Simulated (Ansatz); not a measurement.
**ClH₄PSi: vertical ionisation energy**

How much energy removes an electron from ClH₄PSi at fixed geometry? The cation is run at each level and the neutral's energy taken from earlier runs.

Method: unrestricted cation, the program's frozen cores in correlated methods; program: Ansatz 0.2.0, Gaussian basis.

The runs, in order: UKS PBE-D4/def2-TZVPP; UKS r2SCAN-D4/def2-TZVPP; UKS PBE0-D4/def2-TZVPP; UKS B3LYP-D4/def2-TZVPP; UKS wB97X-V/def2-TZVPP; UKS wB97M-V/def2-TZVPP; UKS B2PLYP/def2-TZVPP; UHF-CCSD(T)/def2-TZVPP; UHF-MP2/def2-QZVPP; extrapolation to the limit; then −ε(HOMO) from the neutral's earlier runs with LDA (SPW92), PBE-D4, revPBE-D4, BLYP-D4, r2SCAN-D4, B97M-V, PBE0-D4, B3LYP-D4, r2SCANh-D4, r2SCAN0-D4, HSE06-D4, BHLYP-D4, CAM-B3LYP-D4, LC-ωPBE, ωB97X-V, ωB97M-V.

## Step 1: The relaxed structure

An earlier PBE0-D4 in a triple-zeta def2 set relaxation fixed the geometry.

7 atoms, charge 0, spin multiplicity 1.

Atoms are counted from 1 here; the program's logs count them from 0.

Bond lengths: P1–Si2 2.245 Å, P1–H4 1.421 Å, P1–H5 1.424 Å, Si2–Cl3 2.058 Å, Si2–H6 1.483 Å, Si2–H7 1.483 Å. Angles: Si2–P1–H4 93.0°, Si2–P1–H5 91.7°, H4–P1–H5 93.3°, P1–Si2–Cl3 108.1°, P1–Si2–H6 108.9°, P1–Si2–H7 114.4°, Cl3–Si2–H6 108.3°, Cl3–Si2–H7 107.2°, H6–Si2–H7 109.7°.

## Step 2: Cation, UKS PBE-D4/def2-TZVPP

Contents of in.yaml:

```yaml
crystal:
  periodic: [false, false, false]
  atoms:
    - {symbol: P, position_ang: [-1.489501, 0.145015, -0.279860]}
    - {symbol: Si, position_ang: [0.627878, -0.034864, 0.444640]}
    - {symbol: Cl, position_ang: [0.826479, -1.849760, 1.394309]}
    - {symbol: H, position_ang: [-1.259124, -0.706526, -1.393657]}
    - {symbol: H, position_ang: [-1.183519, 1.325874, -1.013663]}
    - {symbol: H, position_ang: [0.890878, 1.039424, 1.432668]}
    - {symbol: H, position_ang: [1.648110, 0.012836, -0.630138]}
basis:
  gaussian: {orbitals: def2-TZVPP}
total_charge: 1
magnetization: {spin_polarized: true, initial_magnetization: 1}
hamiltonian: {xc: pbe, dispersion: d4}
```

Run with:

```bash
$ ansatz run in.yaml --threads 2 --pin off --events-out ev --progress --plain --max-ram 4352MiB
```

After this run come: Cation, UKS r2SCAN-D4/def2-TZVPP; Cation, UKS PBE0-D4/def2-TZVPP; Cation, UKS B3LYP-D4/def2-TZVPP; Cation, UKS wB97X-V/def2-TZVPP; Cation, UKS wB97M-V/def2-TZVPP; Cation, UKS B2PLYP (frozen core)/def2-TZVPP; Cation, UHF-CCSD(T)/def2-TZVPP; Cation, UHF-MP2/def2-QZVPP.

Before running them: what should the planned runs give, taken together? Wanted: ionisation energy, CCSD(T)/CBS; nearest functional by difference; nearest −ε(HOMO); −ε(HOMO) of PBE; T1 of the cation.

**Answer**, as computed:

| quantity | value |
| --- | --- |
| ionisation energy, CCSD(T)/CBS | 10.22 eV |
| nearest functional by difference | ωB97X-V (-0.11 eV) |
| nearest −ε(HOMO) | ωB97X-V (-0.07 eV) |
| −ε(HOMO) of PBE | 6.75 eV |
| T1 of the cation | 0.023 |

Energy differences with functionals land within 0.48 eV of the reference. The PBE orbital energy is 3.5 eV too small: a semilocal HOMO is no ionisation energy. Among orbital estimates ωB97X-V comes nearest. Hartree-Fock falls 1.09 eV short, as the neutral has more correlation energy than the cation.
